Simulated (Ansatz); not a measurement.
`[F][AlH][SH]` + SiH₄ → `[SiH3][AlH][SH]` + H–F at 700 K and 1 bar (formal exchange of groups at the Al–F bond).

Computed with Ansatz on PBE0-D4/def2-TZVP structures; ΔE is electronic, products minus reactants. CBS: MP2 limit from def2 TZ/QZ plus the TZ coupled-cluster correction, frozen cores. This one scheme is used for every species. One conformer a species, not always the lowest.

```
          species  CCSD(T)/CBS energy (Eh)  H − E (kJ/mol)  S (J/(mol·K))
   `[F][AlH][SH]`               -740.90186            96.9          360.5
             SiH₄               -291.46306           115.5          252.9
`[SiH3][AlH][SH]`               -931.90162           176.3          443.9
              H–F               -100.39570            45.2          198.5
```

H − E and S are ideal-gas, rigid-rotor, harmonic terms from PBE0-D4/def2-TZVP, for one conformer and one mirror image of each species. 1 Eh = 2625.50 kJ/mol, R = 8.31446 J/(mol·K).

Question: By hand: ΔE, ΔH, ΔS and ΔG.

Answer: ΔE = (-931.90162) + (-100.39570) − (-740.90186) − (-291.46306) = 0.06760 Eh = 177.5 kJ/mol. Δ(H − E) = 176.3 + 45.2 − 96.9 − 115.5 = 9.1, so ΔH = 186.6 kJ/mol. ΔS = 443.9 + 198.5 − 360.5 − 252.9 = 29.0 J/(mol·K). ΔG = 186.6 − 700 × (29.0)/1000 = 166.3 kJ/mol.

Question: By hand: the equilibrium constant, and the temperature at which ΔG would vanish if ΔH and ΔS stayed fixed.

Answer: log₁₀ K = −ΔG/(RT ln 10) = -12.4. ΔG = 0 at ΔH/ΔS = 6434 K, far beyond where these terms or the molecules hold.

ΔH outweighs TΔS. A doubt of 5 kJ/mol in ΔE shifts log₁₀ K by 0.4 here. Other conformers and mirror images would add mixing entropy, several J/(mol·K) or more a flexible species. Modes under 60 cm⁻¹, often nearly free rotors, make the harmonic entropy too high. These are equilibria of isolated gas molecules and say nothing of rates. Largest T1 diagnostic: 0.013 (customary marks: 0.02 for closed shells, 0.045 for open ones).
